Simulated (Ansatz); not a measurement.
**fcc Pt**

Calculation: RPBE (Ansatz, a first-principles code, plane waves, PAW).

Run with plane-wave cutoff 520 eV, 24×24×24 k mesh, Fermi–Dirac smearing 0.05 eV, scalar-relativistic PAW data made under PBE.

Cell (relaxed at this level):

```
CELL_PARAMETERS angstrom
      0.00000     1.99643     1.99643
      1.99643     0.00000     1.99643
      1.99643     1.99643     0.00000
ATOMIC_POSITIONS crystal
  Pt 0.00000 0.00000 0.00000
```

For fcc Pt, the bulk modulus B0 is 230 GPa and the band gap comes out as none. The pressure derivative B′ of the bulk modulus is 5.6.

Measured, for comparison: bulk modulus 289 GPa (corrected for temperature and zero-point phonon effects; as tabulated in Levämäki et al. (2014), arXiv:1402.3671). Computed (rounded) less measured: bulk modulus -20 %.

Spin–orbit coupling is not included.
